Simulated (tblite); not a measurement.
# C2H6O: the cost of one run

Programs: tblite 0.8.0 and PySCF 2.14.0. All values are calculated, for the isolated system unless a continuum is named. Atoms count from 0, parts from 1.

## Step 1: Starting point

9 atoms, charge 0, multiplicity 1; geometry: rigid parts in contact. Parts: 1 = atoms 0–4, `C`, charge 0; 2 = atoms 5–8, `C=O`, charge 0.

## Step 2: Bringing the parts together with GFN2-xTB

Job settings and geometry (Å):

```
{"job": {"kind": "dock", "xc": "GFN2-xTB", "basis": "xTB"}, "charge": 0, "multiplicity": 1, "parts": [{"atoms": "0-4", "charge": 0, "multiplicity": 1}, {"atoms": "5-8", "charge": 0, "multiplicity": 1}]}
C      0.000119    -0.000037    -0.000016
H     -0.590910    -0.867045    -0.264979
H     -0.453707     0.887931    -0.420532
H      0.042146     0.092430     1.077425
H      1.002351    -0.113279    -0.391899
C     -1.096405    -3.105345    -0.877405
O     -2.022615    -3.482026    -1.526435
H     -0.133945    -2.807522    -1.326350
H     -1.130365    -3.025572     0.222166
```

Level: GFN2-xTB search for minima from random contacts, gas phase.

On the command line:

```console
$ OMP_NUM_THREADS=1 python cluster_run.py task.json out
```

This one command runs all jobs of the session in turn.

**Question.** How long does this first job take on 1 thread of Arm Neoverse V2, shared host?

About 2.5 s.
